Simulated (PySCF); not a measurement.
Compound: trifluoromethoxymethane, C2H3F3O.
Bonds: C1–O2, O2–C3, C3–F4, C3–F5, C3–F6. Hydrogens: H7, H8, H9 on C1.

Method used: PySCF, TDDFT CAM-B3LYP/def2-SVPD, vertical, gas phase, core orbitals frozen in the response. Geometry: GFN2-xTB; no solvent, vibrations or thermal averaging. Torsions of this conformer, `[CH3:1][O:2][C:3]([F:4])([F:5])[F:6]`: C1–O2–C3–F4 60°.

Computed states:

| state | E (eV) | f |
| --- | --- | --- |
| S1 | 9.23 | 0.0064 |
| S2 | 9.69 | 0.017 |
| S3 | 10.43 | 0.013 |
| S4 | 10.69 | 0.0067 |
| S5 | 10.77 | 0.057 |
| S6 | 10.92 | 0.034 |
| S7 | 11.22 | 0.034 |
| S8 | 11.42 | 0.0052 |

Each state is given a Gaussian of 0.25 eV full width at half maximum, with ε(max) = 2.175×10⁸ f / Δν̃ (Δν̃ the width in cm⁻¹). The width is an assumption, not a result. The curve ends short of the highest state used, and states not computed would add to its high-energy end.

Q: What does the envelope look like, and where are its maxima?

A: 
(λ (nm), ε (L mol⁻¹ cm⁻¹)): (114.6, 8380), (115.7, 6769), (116.8, 3022), (117.9, 1522), (119.0, 1432), (120.1, 850), (121.2, 240), (122.3, 33), (123.5, 11), (124.6, 101), (125.7, 524), (126.8, 1373), (127.9, 1881), (129.0, 1392), (130.1, 584), (131.2, 209), (132.3, 288), (133.4, 564), (134.5, 692), (135.7, 489), (136.8, 216), (137.9, 61), (139.0, 11), (140.1, 1)

Maxima: 134 nm (9.22 eV), ε about 690, made up of S1 (100%); 128 nm (9.69 eV), ε about 1900, made up of S2 (100%); 119 nm (10.46 eV), ε about 1500, made up of S3 (89%) (hardly more than a shoulder); 115 nm (10.80 eV), ε about 8400, made up of S5 (70%) and S6 (25%) (ε in L mol⁻¹ cm⁻¹; maxima over ε = 5, shares over 10%).

Q: What would ε be at 10.80 eV, the highest of these maxima, with half the width (0.125 eV)?

A: About 11600 L mol⁻¹ cm⁻¹ against 8430, a factor of about 1.4; a lone state at its own centre would give exactly 2.

Q: Coming from long wavelengths, where does ε first pass 100 L mol⁻¹ cm⁻¹?

A: At about 137 nm (9.02 eV), 0.21 eV below S1.

The run took 15 s wall on x86-64 server, one thread (shared host).
